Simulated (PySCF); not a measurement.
**Structure from 2D NMR**

Compound of formula C6H8. Correlations simulated from computed shifts and the bond graph:

HSQC (one-bond C–H):
```csv
δH,δC
6.35,148.9
5.71,139.8
2.69,40.8
2.43,40.8
1.81,28.2
1.48,18.5
0.78,19.6
-0.25,19.6
```

COSY cross peaks (H two or three bonds apart, from the bond graph; peaks can be absent where the dihedral angle is near 90°):
```csv
δH,δH
6.35,5.71
6.35,1.81
5.71,2.69
5.71,2.43
2.69,2.43
2.69,1.48
2.43,1.48
1.81,1.48
1.81,0.78
1.81,-0.25
1.48,0.78
1.48,-0.25
0.78,-0.25
```

HMBC (two and three bonds, from the bond graph):
```csv
δH,δC
6.35,"139.8, 40.8, 28.2, 19.6, 18.5"
5.71,"148.9, 40.8, 28.2, 18.5"
2.69,"148.9, 139.8, 28.2, 19.6, 18.5"
2.43,"148.9, 139.8, 28.2, 19.6, 18.5"
1.81,"148.9, 139.8, 40.8, 19.6, 18.5"
1.48,"148.9, 139.8, 40.8, 28.2, 19.6"
0.78,"148.9, 40.8, 28.2, 18.5"
-0.25,"148.9, 40.8, 28.2, 18.5"
```

[PySCF: shieldings: GIAO PBE0/pcSseg-2; coordinates at the PBE0-D3(BJ)/def2-TZVP level; one conformer; no solvent model; no relativistic terms]

δ = σ(ref) − σ, references computed at the same level: ¹H (σ = 31.52 ppm) and ¹³C (σ = 186.03 ppm) vs TMS.

Exchangeable hydrogens are left out of these lists.

Problem. Work out the connectivity.

Solution. Bicyclo[3.1.0]hex-2-ene (SMILES C1=C[C@H]2C[C@H]2C1).

Atom-mapped SMILES (the numbers label the heavy atoms): `[CH:1]1=[CH:2][C@H:3]2[CH2:4][C@H:5]2[CH2:6]1` (H(Xn): hydrogen on atom n). Ha(C4) is cis to C2 on the ring; Ha(C6) is cis to C4 on the ring; Hb(C4) is trans to C2 on the ring; Hb(C6) is trans to C4 on the ring.

1. δC 148.9 is C2, an alkene CH (δH 6.35).
2. δC 139.8 is C1, an alkene CH (δH 5.71).
3. δC 40.8 is C6, an allylic sp3 CH2 (δH 2.69, 2.43).
4. δC 28.2 is C3, a three-membered-ring carbon (δH 1.81).
5. δC 19.6 is C4, a three-membered-ring carbon (δH 0.78, -0.25).
6. δC 18.5 is C5, a three-membered-ring carbon (δH 1.48).
7. COSY links 6.35–5.71, 6.35–1.81, 5.71–2.69, 5.71–2.43, 2.69–2.43, 2.69–1.48.

The shifts were computed for this structure.

Shifts are as computed. Against solution values, carbons near 30 ppm lie about +3 ppm off and those near 130 ppm about +9 ppm. Of 1211 compounds with measured shifts, 218 miss one by over three times the rms of a fit or turn the order of signals round; such compounds aren't used in these exercises.
